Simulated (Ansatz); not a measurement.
Species: C2H2Cl, charge 0, doublet. C2H2Cl (SMILES C=[C]Cl, doublet).
B3LYP-D3(BJ)/def2-TZVP minimum from Ansatz (a quantum-chemistry and plane-wave program):
```
C
C 1 1.3086
H 1 1.0829 2 120.27
H 1 1.0879 3 117.72 2 -180.00
Cl 2 1.6767 1 135.19 3 -180.00
```
Charge 0, spin multiplicity 2.

Total energies in cc-pV(D+d)Z, 17 correlated electrons, 7 frozen orbitals. Open shells are spin-unrestricted; no spin-orbit coupling. Correlated methods leave the cores frozen. No relativity. The UHF reference of C2H2Cl (C=[C]Cl, doublet) is spin-contaminated (<S^2> up to 0.21 over the pure value in the sets run).

| method | program | energy (Eh) | minus CCSDT(Q) (mEh) |
|---|---|---|---|
| HF | Ansatz | -536.32403 | 424.84 |
| MP2 | Ansatz | -536.68783 | 61.04 |
| CCSD | Ansatz | -536.73235 | 16.52 |
| CCSD(T) | Ansatz | -536.74620 | 2.67 |
| CCSDT(Q) | Ansatz | -536.74887 | 0.00 |

Rough core times of Ansatz's runs on a shared machine: CCSD(T) under 20 s, CCSDT(Q) 2 min.
